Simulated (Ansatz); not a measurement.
Abridged output of a molecular run in Ansatz:

```
Functional definition: HF
  name "HF"
  cite "Fock, Z. Phys. 61, 126 (1930) doi:10.1007/BF01340294"
  parent pbe
  exchange = exact_x
  correlation = 0
2142 factors; integrals over basis functions are off by at most 1.0e-3 eV
mean field evaluation 1: about -10919.8615 eV, gradient 4.7e1 eV
mean field evaluation 2: about -10919.9354 eV, gradient 4.7e1 eV
mean field evaluation 4: about -10924.4059 eV, gradient 3.1e0 eV
mean field evaluation 8: about -10924.4467 eV, gradient 8.0e-2 eV
mean field -10924.44674530 eV, -401.4660130340 hartree, gradient 2.0e-6 eV, S^2 0.000000; 0 other end points of the search recorded, 0 dependent functions left out
7 core orbitals not correlated: weight in the atoms' cores, before any rotation towards them, 1.000 or more for the frozen orbitals, at most 0.000 for the correlated occupied ones
reference -10924.44674530 eV, -401.4660130340 hartree; 10, 10 occupied and 347, 347 virtual orbitals, 2142 factors
second order -16.40739522 eV of doubles, -0.00000000 eV of singles
cycle   1  -16.66608140 eV  change   -2.6e-1 eV  update   7.4e-2
cycle   2  -17.04203179 eV  change   -3.8e-1 eV  update   2.1e-2
cycle   3  -17.10230412 eV  change   -6.0e-2 eV  update   9.4e-3
cycle   4  -17.09533837 eV  change    7.0e-3 eV  update   2.2e-3
cycle   5  -17.09560094 eV  change   -2.6e-4 eV  update   1.2e-3
cycle   6  -17.09584677 eV  change   -2.5e-4 eV  update   3.3e-4
cycle   7  -17.09569558 eV  change    1.5e-4 eV  update   1.3e-4
cycle   8  -17.09567497 eV  change    2.1e-5 eV  update   4.7e-5
cycle   9  -17.09568573 eV  change   -1.1e-5 eV  update   1.5e-5
perturbative correction -0.64449688 eV, -0.0236848234 hartree
Total energy: -10942.18692791 eV, -402.1179527202 hartree
```

Its atoms:

Z-matrix (Å, degrees):
```
Si
N 1 1.711
N 1 1.711 2 108.5
H 1 1.493 2 117.2 3 -116.5
H 1 1.493 2 103.4 3 125.1
H 2 1.007 1 121.6 3 58.1
H 2 1.006 1 120.5 3 -150.6
H 3 1.006 1 120.5 2 -150.6
H 3 1.007 1 121.6 2 58.1
```

Problem. Which basis set was used?
A. def2-SVPD
B. cc-pV(T+d)Z
C. def2-SVP
D. def2-QZVPP

Solution. D. It gives 364 functions.

Problem. Write the keys of the input that set method, charge and spin (a neutral closed shell needs none for the last two).

Solution. 
```yaml
correlation: {method: ccsd_t}
```
